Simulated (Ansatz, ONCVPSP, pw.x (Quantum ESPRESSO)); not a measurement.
# Which H potential is closest to all-electron in the fcc crystal?

All use LDA (Perdew-Wang 92), scalar-relativistic, no spin, cutoffs from each file’s atomic test, pw.x 7.5; 18³ k-points, Fermi–Dirac smearing 0.01 Ry. Δ is the rms difference from all-electron LAPW of the E(V) curves that follow from fits to the pressures, over ±6 % in volume. Mesh and smearing are coarse and serve the comparison alone. The files are a selection: those with a ghost or negative overlap were mostly not run, and those with noisy or unconverged pressures or nearly equal Δ are left out.

All-electron: a0 = 2.267 Å (V0 = 2.91 Å³/atom), B0 = 114.7 GPa.

Question: Rank them by Δ, smallest first.
A. optimised norm-conserving Vanderbilt (ONCV), ONCVPSP 4.0.1.1 (patched build), LDA (Perdew-Wang 92); core none, reference 1s1; waves: 1s: rc 1.55 bohr, ncon 3, nbas 8, qcut 6.2 1/bohr, 3 projectors, debl 0.7 Ha; p scattering state at 0.11 Ha: rc 1.40 bohr, ncon 3, nbas 7, qcut 5.2 1/bohr, 2 projectors, debl 1.9 Ha; local part: polynomial inside 1.00 bohr (lpopt 2, dvloc0 2 Ha); core correction: none.
B. optimised norm-conserving Vanderbilt (ONCV), ONCVPSP 4.0.1.1 (patched build), LDA (Perdew-Wang 92); core none, reference 1s1; waves: 1s: rc 1.15 bohr, ncon 4, nbas 7, qcut 6.7 1/bohr, 2 projectors, debl 3.9 Ha; p scattering state at 0.27 Ha: rc 1.10 bohr, ncon 4, nbas 7, qcut 6.4 1/bohr, 2 projectors, debl 3 Ha; local part: polynomial inside 1.05 bohr (lpopt 3, dvloc0 6 Ha); core correction: none.
C. optimised norm-conserving Vanderbilt (ONCV), ONCVPSP 4.0.1.1 (patched build), LDA (Perdew-Wang 92); core none, reference 1s1; waves: 1s: rc 1.25 bohr, ncon 4, nbas 8, qcut 5.5 1/bohr, local; p scattering state at 0.12 Ha: rc 1.35 bohr, ncon 3, nbas 6, qcut 7.1 1/bohr, 1 projector; local part: the s channel; core correction: none.

Answer: A (0.3 meV/atom), C (0.8 meV/atom), B (1.6 meV/atom).
